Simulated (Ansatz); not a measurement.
Input file for Ansatz (a program for electronic structure): R-wB97X-V/def2-TZVPPD on C2H4 (SMILES C=C). Files ending in .json are basis or fitting sets from the Basis Set Exchange.

Ansatz 0.2 input:
```yaml
crystal:
  periodic: [false, false, false]
  atoms:
    - {symbol: C, position_ang: [0.00000000, 0.00000000, 0.66559300]}
    - {symbol: C, position_ang: [0.00000000, -0.00000000, -0.66559300]}
    - {symbol: H, position_ang: [0.00000000, 0.92149500, 1.23166800]}
    - {symbol: H, position_ang: [0.00000000, -0.92149500, 1.23166800]}
    - {symbol: H, position_ang: [0.00000000, 0.92149500, -1.23166800]}
    - {symbol: H, position_ang: [0.00000000, -0.92149500, -1.23166800]}
basis:
  gaussian:
    orbitals: def2-TZVPPD.json
hamiltonian:
  xc: {name: wB97X-V}
scf: {lower_state_search: off}
```

Output:

```
WARN ansatz: RAYON_NUM_THREADS=1 ignored (pool sized by the plan → 1); use --threads N
Functional definition: wB97X-V
these checks for a lower state are left out or cut short: stability, starts, cluster_reference, orbital_swaps, neighbouring_geometries, increment
integrals: 0.04 GiB planned
584 factors; their error is unknown
integrals: 0.07 GiB planned
198 factors; integrals over basis functions are off by at most 2.7e-5 eV
mean field: 0.52 GiB planned
mean field evaluation 1: about -2136.3649 eV, gradient 3.1e1 eV
mean field evaluation 2: about -2137.6793 eV, gradient 2.0e1 eV
mean field evaluation 4: about -2138.5517 eV, gradient 9.7e-2 eV
mean field evaluation 8: about -2138.5439 eV, gradient 8.6e-4 eV
mean field evaluation 16: about -2138.5439 eV, gradient 8.3e-7 eV
mean field -2138.54390348 eV, -78.5900388959 hartree, gradient 8.3e-7 eV, S^2 0.000000; 0 other end points of the search recorded, 0 dependent functions left out
reference -2138.54390201 eV, -78.5900388417 hartree; 8, 8 occupied and 134, 134 virtual orbitals, 584 factors
Total energy: -2138.54390201 eV, -78.5900388417 hartree
Checks for a lower state left out: stability, starts, cluster_reference, orbital_swaps, neighbouring_geometries, increment
```

The calculation finished and met its thresholds.

Cost: very roughly 2.1 core-seconds.
